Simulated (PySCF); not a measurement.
Species: propylene sulfide, C3H6S.
SMILES with atom numbers: `[CH3:1][C@H:2]1[CH2:3][S:4]1`

Definitions: NICS(0) = −σiso at the ring centroid; NICS(1) = −σiso and NICS(1)zz = −σzz at ±1 Å along the ring normal z. Level: GIAO PBE0/pcSseg-1 (PySCF, non-relativistic, gas phase) on the GFN2-xTB geometry, one conformer.

Ring bond lengths (Å), with Mayer bond orders in brackets: C2–C3 1.482 (0.96), C3–S4 1.802 (0.95), S4–C2 1.811 (0.96).

Q: Give the NICS values of each ring in ppm.

A: 
```csv
ring,type,NICS(0),"NICS(1), two faces","NICS(1)zz, two faces",rms pucker (Å),"centre to ring atoms, mean (Å)"
C2–C3–S4,3-membered ring with S; formal bonds all single,-48.7,-8.7 / -8.5,-24.4 / -22.3,0.00,0.98
```

Q: What can be read from them?

A: 
- C2–C3–S4: mean NICS(1)zz -23.4 ppm, shielded. C2, C3 have four or more neighbours, and the NICS criterion for π rings isn't applied. NICS(0) lies 40 ppm below the mean NICS(1).

Q: At the second NICS(1) probe listed for ring C2–C3–S4, 1 Å off the ring, what do the in-plane components average?

A: The isotropic value is a third of the trace: (3 × -8.5 − (-22.3))/2 = -1.6 ppm.
